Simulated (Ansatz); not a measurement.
fcc Al was calculated with B3LYP (VWN-RPA form) in Ansatz (plane waves, PAW).

Input:

Ansatz 0.2 input:
```yaml
crystal:
  lattice:
    - [0.0, 1.9969197027, 1.9969197027]
    - [1.9969197027, 0.0, 1.9969197027]
    - [1.9969197027, 1.9969197027, 0.0]
  atoms:
    - { symbol: Al, position: [0.0, 0.0, 0.0] }
kpoints:
  mp_grid: { grid: [16, 16, 16] }
hamiltonian:
  xc: b3lyp
  pseudopotentials: { kind: paw }
  dispersion: none
scf:
  occupations: { method: fermi_dirac, width: 0.1 }
output:
  forces: true
  stress: true
  eigenvalues: true
basis:
  ecutwfc: 500
  ecutrho_ratio: 4
  xc_grid: 2
magnetization:
  spin_polarized: false
```

Excerpt of the program's output:

```
WARN output.stress: scf.convergence.dr2_threshold = 1e-7 eV (the SCF's general default) is looser than the 1e-10 eV advised for a printed stress (1e-10 eV for …
WARN output.stress: scf.exx.energy_threshold = 1e-6 eV is looser than the 1e-8 eV advised for a stress under a hybrid functional (1e-8 eV for each atom of the …
Crystal: 1 atoms, lattice volume = 15.926 Å³
Basis set: ecut = 500 eV, 411 PW (Γ), exchange–correlation on 48×48×48 points (8 copies of the dense FFT grid, shifted against one another)
Bands: 6, of which v1, the nominal top of the filled ones, is band 2 counted from 1 (1 counted from 0)
Symmetry: 48 space group operations
Space group: Fm-3m (ITA 225), of the structure as read, at distance tolerance 2.5e-5 Å
k-points: 145 of 4096
Functional: x = 0.1 slater + 0.9 b88, c = 0.19 vwn_rpa + 0.81 lyp, warm-up for x = 0.08 slater + 0.72 b88 + 0.2 exact, c = 0.19 vwn_rpa + 0.81 lyp
SCF iter   1: F=—  HF=-540.220188 eV  |F-HF|=—  |Δ(HF+E_count)|=         —  Δρ=4.16e-3  dr2=3.07e-3
SCF iter   2: F=—  HF=-540.219662 eV  |F-HF|=—  |Δ(HF+E_count)|=   5.27e-4  Δρ=2.01e-3  dr2=7.17e-4
  ...
SCF 1 converged in 5 iterations: F = -540.219547 eV  dr2 = 3.00e-12
Crystal: 1 atoms, lattice volume = 15.926 Å³
Initial density: handed on by an earlier stage of this run
Functional: x = 0.08 slater + 0.72 b88 + 0.2 exact, c = 0.19 vwn_rpa + 0.81 lyp
SCF 2 converged in 4 iterations: F = -540.907536 eV  dr2 = 9.52e-8
Crystal: 1 atoms, lattice volume = 15.926 Å³
SCF iter   2: F=—  HF=-540.907535 eV  |F-HF|=—  |Δ(HF+E_count)|=   3.85e-8  Δρ=1.50e-5  dr2=2.73e-8
SCF iter   3: F=-540.907535 eV  HF=-540.907535 eV  |F-HF|=1.89e-11  |Δ(HF+E_count)|=   1.51e-8  Δρ=5.47e-7  dr2=4.61e-11
SCF 3 converged in 3 iterations: F = -540.907535 eV  dr2 = 4.61e-11
Free energy (F): -540.907535 eV
Internal energy: -540.900947 eV  (E = F + TS)
E sigma→0 (E₀):  -540.904241 eV
Fermi energy:    8.639058 eV
--- Forces (eV/Å), atoms counted from 1 ---
  atom   1  Al    -0.00000000    -0.00000000     0.00000000
--- Stress (GPa, compression-positive) ---
        4.167848       0.000000       0.000000
        0.000000       4.167848       0.000000
        0.000000      -0.000000       4.167848
  P = ⅓ Tr σ = 4.1678 GPa (41.678 kbar)
```

The PAW data were made under PBE.

Note: exact exchange on metals is sensitive to the k mesh and can open a false gap. Note: the PAW data were made under another functional than the one run. Note: cell and atoms aren't relaxed at this level (pressure 4.2 GPa).

Computing time: about 110 core-seconds (a rough figure).

Ansatz is an electronic-structure program.
